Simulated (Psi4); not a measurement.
Reaction (SMILES): Cl[C]Cl (closed-shell singlet) + 3 [H][H] (H2) → C (CH4) + 2 Cl (HCl)
B3LYP-D3(BJ)/def2-TZVP geometries, fixed; electronic energies without zero-point terms.
Largest species:
```xyz
5

C      0.0000     0.0000     0.0000
H      0.6205     0.6269     0.6390
H     -0.6429    -0.6249     0.6185
H      0.6369    -0.6328    -0.6166
H     -0.6146     0.6308    -0.6409
```

Effect of the grid (radial, spherical points) at wB97X-V/aug-cc-pV(T+d)Z with Psi4, against the last row, where the energy of full hydrogenation is -133.14 kcal/mol.

```tsv
setting	grid points, largest species	largest shift of a total energy (mEh)	shift of the energy of full hydrogenation (kcal/mol)
grid: 35, 110	19031	3.066	-0.006
grid: 50, 194	47878	-0.106	-0.005
grid: 75, 302	110187	0.002	0.002
grid: 99, 590	282494	0.000	0.000
grid: 150, 974	705203	0.000	0.000
```

Within 0.02 kcal/mol in the energy of full hydrogenation: grid: 35, 110; grid: 50, 194; grid: 75, 302; grid: 99, 590. The largest shift is 3.066 mEh in a total energy and 0.006 kcal/mol in the difference.
